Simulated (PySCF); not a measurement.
**Worked example: the barrier**

An elementary step of SiNH₇S, closed shell (SiNH₅ ([NH2][SiH3]) + H₂S → SiNH₅S ([NH2][SiH2][SH]) + H₂; bonds formed: Si1–S7, H2–H6; bonds broken: Si1–H2, H6–S7). “Start” is the structure reached by relaxing down from the saddle towards the reactants; PBE0-D4/def2-TZVP structures. The saddle:

```json
{"atom": "Si1", "x (Å)": "-0.5516", "y (Å)": "-0.1327", "z (Å)": "-0.0075"}
{"atom": "H2", "x (Å)": "0.8341", "y (Å)": "-1.0036", "z (Å)": "-0.4049"}
{"atom": "H3", "x (Å)": "-1.3980", "y (Å)": "-1.1332", "z (Å)": "-0.7041"}
{"atom": "H4", "x (Å)": "-1.3628", "y (Å)": "1.1104", "z (Å)": "0.1567"}
{"atom": "N5", "x (Å)": "-0.0493", "y (Å)": "-0.2793", "z (Å)": "1.6164"}
{"atom": "H6", "x (Å)": "0.8630", "y (Å)": "-0.3669", "z (Å)": "-1.2673"}
{"atom": "S7", "x (Å)": "0.3259", "y (Å)": "0.8252", "z (Å)": "-2.1635"}
{"atom": "H8", "x (Å)": "0.5879", "y (Å)": "-0.9759", "z (Å)": "1.9630"}
{"atom": "H9", "x (Å)": "-0.4300", "y (Å)": "0.3155", "z (Å)": "2.3342"}
{"atom": "H10", "x (Å)": "1.1808", "y (Å)": "1.6406", "z (Å)": "-1.5230"}
```

Program: PySCF 2.14 with density fitting (its default auxiliary sets; JK sets also for MP2 and CCSD(T)). Basis: def2-TZVPP and def2-QZVPP. Cores are frozen in the correlated methods.

Energies in eV:

| quantity | saddle | start |
| --- | --- | --- |
| Hartree–Fock, triple zeta (X = 3) | -20271.28668 | -20274.02741 |
| Hartree–Fock, quadruple zeta (X = 4) | -20271.93960 | -20274.67852 |
| MP2 correlation, X = 3 | -15.72127 | -14.82932 |
| MP2 correlation, X = 4 | -16.85834 | -15.92044 |
| CCSD(T) correlation, X = 3 | -17.74148 | -16.95008 |

Work out the barrier at the basis limit: extrapolate Hartree–Fock as E(X) = E∞ + A exp(−7.88 √X) and the MP2 correlation as E(X) = E∞ + B X^−2.97 (the exponents that Neese and Valeev fitted for def2-TZVPP and QZVPP), then add CCSD(T) − MP2 in triple zeta.

Each step is linear, so take the differences first (saddle − start): Hartree–Fock 2.74073 (X = 3) and 2.73892 (X = 4); MP2 correlation -0.89195 and -0.93790; CCSD(T) correlation -0.79140.
Two points give E∞ = E(4) + w [E(4) − E(3)], with w = 1/(exp(7.88 (2 − √3)) − 1) = 0.1377 for Hartree–Fock and w = 1/((4/3)^2.97 − 1) = 0.7407 for the correlation.
Hartree–Fock: 2.73892 + 0.1377 × (-0.00181) = 2.7387 eV.
MP2 correlation: -0.93790 + 0.7407 × (-0.04595) = -0.9719 eV.
CCSD(T) − MP2: -0.79140 − (-0.89195) = 0.1006 eV.
Sum: 2.7387 + (-0.9719) + 0.1006 = 1.8674 eV, or 43.06 kcal/mol. Plain CCSD(T) in triple zeta gives 1.9493 eV, so the larger basis shifts the result by -0.0819 eV.

No T1 diagnostic of these runs exceeds 0.013.

Labels in which every atom is bracketed show which atoms are joined, not bond orders.

For scale, one of the runs: CCSD(T)/def2-TZVPP, 213 basis functions, launched by `OMP_NUM_THREADS=4 python run.py`. The run took 6.5 min on 4 CPU threads of an Arm Neoverse V2 (shared host), with 2.7 GiB of host memory at its peak.
